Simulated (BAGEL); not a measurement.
# C2H6OS (SMILES COCS) at HF/STO-3G (density fitting with qzvpp-jkfit)

What is the vertical singlet–triplet gap of C2H6OS at HF/STO-3G (density fitting with qzvpp-jkfit)? 

The results are computed with BAGEL 1.2.2.

1 further run of the same task is left out (set aside as unsound or not needed).

### 1 Starting point

C2H6OS has 10 atoms, charge 0, and is taken as a singlet. SMILES: `COCS`. The shape is that of a PBE0-D4/def2-TZVP optimisation. This is a higher conformer, about 13 kJ/mol above the lowest found by a separate search.

Bond lengths: C1–O2 1.405 Å, O2–C3 1.397 Å, C3–S4 1.792 Å, C1–H5 1.089 Å, C1–H6 1.099 Å, C1–H7 1.099 Å, C3–H8 1.098 Å, C3–H9 1.099 Å, S4–H10 1.342 Å. Some angles: C1–O2–C3 111.6°, O2–C3–S4 111.3°, O2–C1–H5 107.3°, O2–C1–H6 111.5°, O2–C1–H7 111.6°, O2–C3–H8 110.9°, O2–C3–H9 111.3°, S4–C3–H8 109.9°, S4–C3–H9 105.3°, C3–S4–H10 96.4°.

### 2 The energy at HF/STO-3G (density fitting with qzvpp-jkfit)

Contents of hf.json:

```json
{ "bagel" : [

{
  "title" : "molecule",
  "basis" : "sto-3g",
  "df_basis" : "qzvpp-jkfit",
  "angstrom" : true,
  "geometry" : [
    { "atom" : "C", "xyz" : [      -1.057400,       0.917100,       0.463500 ] },
    { "atom" : "O", "xyz" : [      -0.173600,       0.460400,      -0.528600 ] },
    { "atom" : "C", "xyz" : [       0.740500,      -0.464600,      -0.018100 ] },
    { "atom" : "S", "xyz" : [       1.885100,      -1.015300,      -1.282000 ] },
    { "atom" : "H", "xyz" : [      -1.740300,       1.620900,      -0.011000 ] },
    { "atom" : "H", "xyz" : [      -0.522500,       1.429700,       1.274700 ] },
    { "atom" : "H", "xyz" : [      -1.639000,       0.092100,       0.897700 ] },
    { "atom" : "H", "xyz" : [       0.221500,      -1.327500,       0.418500 ] },
    { "atom" : "H", "xyz" : [       1.368100,      -0.015300,       0.764900 ] },
    { "atom" : "H", "xyz" : [       1.000700,      -1.748600,      -1.976500 ] }
  ]
},

{ "title" : "hf" },

{ "title" : "print", "file" : "orbitals.molden", "orbitals" : true }

]}
```

Command:

```bash
BAGEL_NUM_THREADS=1 BAGEL hf.json > hf.out
```

What it wrote:

```text
* using 1 threads per process

  ===============================================================
  ===============================================================

  *** Geometry ***

  { "atom" : "C", "xyz" : [     -1.998196,      1.733068,      0.875888 ] },
  { "atom" : "O", "xyz" : [     -0.328056,      0.870030,     -0.998909 ] },
  { "atom" : "C", "xyz" : [      1.399342,     -0.877967,     -0.034204 ] },
  { "atom" : "S", "xyz" : [      3.562323,     -1.918639,     -2.422629 ] },
  { "atom" : "H", "xyz" : [     -3.288690,      3.063057,     -0.020787 ] },
  { "atom" : "H", "xyz" : [     -0.987382,      2.701741,      2.408834 ] },
  { "atom" : "H", "xyz" : [     -3.097261,      0.174044,      1.696407 ] },
  { "atom" : "H", "xyz" : [      0.418574,     -2.508611,      0.790850 ] },
  { "atom" : "H", "xyz" : [      2.585334,     -0.028913,      1.445452 ] },
  { "atom" : "H", "xyz" : [      1.891049,     -3.304375,     -3.735044 ] },

  Number of auxiliary basis functions:      463

  Since a DF basis is specified, we compute 2- and 3-index integrals:
    o Being stored without compression. Storage requirement is 0.003 GB

  Number of basis functions:       30
  Number of electrons      :       42

    * METHOD: MOLECULE                             0.13

  *** RHF ***

  === Nuclear Repulsion ===
   167.7864906547

      * DIIS with orbital gradients will be used.

  === RHF iteration (sto-3g) ===
      0       -545.22190169          0.01687317           0.02
      1       -545.29964568          0.00490771           0.02
      2       -545.30580457          0.00086143           0.02
      3       -545.30615995          0.00009616           0.02
      4       -545.30616529          0.00002144           0.02
      5       -545.30616556          0.00000515           0.02
      6       -545.30616557          0.00000093           0.02
      7       -545.30616557          0.00000031           0.02
      8       -545.30616557          0.00000006           0.02
      9       -545.30616557          0.00000002           0.02
     10       -545.30616557          0.00000001           0.02
    * SCF iteration converged.

    * Permanent dipole moment:
           (    0.348317,     0.221499,    -0.519241) a.u.

    * METHOD: HF                                   0.25

    * METHOD: PRINT                                0.00

  ===============================================================
```

Wall time 0.54 s (1 thread of Arm Neoverse V2, shared host); peak memory 0.082 GiB.

### 3 The triplet, same level

Changes to hf.json since step 2:

```diff
@@ -21,3 +21,3 @@
 
-{ "title" : "hf" },
+{ "title" : "uhf", "nopen" : 2 },
```

Command:

```bash
BAGEL_NUM_THREADS=1 BAGEL hf.json > hf.out
```

What it wrote:

```text
* using 1 threads per process

  ===============================================================
  ===============================================================

  *** Geometry ***

  { "atom" : "C", "xyz" : [     -1.998196,      1.733068,      0.875888 ] },
  { "atom" : "O", "xyz" : [     -0.328056,      0.870030,     -0.998909 ] },
  { "atom" : "C", "xyz" : [      1.399342,     -0.877967,     -0.034204 ] },
  { "atom" : "S", "xyz" : [      3.562323,     -1.918639,     -2.422629 ] },
  { "atom" : "H", "xyz" : [     -3.288690,      3.063057,     -0.020787 ] },
  { "atom" : "H", "xyz" : [     -0.987382,      2.701741,      2.408834 ] },
  { "atom" : "H", "xyz" : [     -3.097261,      0.174044,      1.696407 ] },
  { "atom" : "H", "xyz" : [      0.418574,     -2.508611,      0.790850 ] },
  { "atom" : "H", "xyz" : [      2.585334,     -0.028913,      1.445452 ] },
  { "atom" : "H", "xyz" : [      1.891049,     -3.304375,     -3.735044 ] },

  Number of auxiliary basis functions:      463

  Since a DF basis is specified, we compute 2- and 3-index integrals:
    o Being stored without compression. Storage requirement is 0.003 GB

  Number of basis functions:       30
  Number of electrons      :       42

    * METHOD: MOLECULE                             0.13

  *** Open-shell HF ***

  === Nuclear Repulsion ===
   167.7864906547

      * DIIS with orbital gradients will be used.

  === UHF iteration (sto-3g) ===
      0       -544.93712724          0.02739060           0.03
      1       -545.00314716          0.00862042           0.03
      2       -545.01096066          0.00233788           0.03
      3       -545.01258217          0.00111742           0.03
      4       -545.01390323          0.00078115           0.03
      5       -545.01569168          0.00070895           0.03
      6       -545.01679527          0.00061451           0.03
      7       -545.01938513          0.00027512           0.03
      8       -545.01988942          0.00024349           0.03
      9       -545.02014842          0.00042980           0.03
     10       -545.02016268          0.00014580           0.03
     11       -545.02018968          0.00007494           0.03
     12       -545.02019391          0.00001126           0.03
     13       -545.02019399          0.00000658           0.03
     14       -545.02019403          0.00000293           0.03
     15       -545.02019404          0.00000106           0.03
     16       -545.02019404          0.00000043           0.03
     17       -545.02019404          0.00000014           0.03
     18       -545.02019404          0.00000007           0.03
     19       -545.02019404          0.00000002           0.03
     20       -545.02019404          0.00000001           0.03
     21       -545.02019404          0.00000000           0.03
    * SCF iteration converged.

    * S^2 (UHF) is 2.0155

    * Permanent dipole moment:
           (   -0.302304,     0.568122,     0.183599) a.u.

    * METHOD: UHF                                  0.76

    * METHOD: PRINT                                0.00

  ===============================================================
```

It took 1.1 s on 1 thread of Arm Neoverse V2, shared host; peak memory 0.082 GiB.

### 4 What came out

At HF/STO-3G (density fitting with qzvpp-jkfit):

| quantity | value |
| --- | --- |
| singlet: total energy | -545.30617 Eh |
| singlet: dipole moment | 1.69 D |
| singlet: HOMO energy | -7.31 eV |
| singlet: LUMO energy | 12.34 eV |
| singlet: HOMO–LUMO gap | 19.65 eV |
| triplet: total energy | -545.02019 Eh |
| triplet: dipole moment | 1.70 D |
| triplet: ⟨S²⟩ | 2.015 |
| vertical energy of the triplet above the singlet | 7.782 eV |

What this shows: At this shape the triplet lies 7.78 eV (751 kJ/mol) above the singlet. In a minimal basis such a difference can be off by several eV, whatever the method.
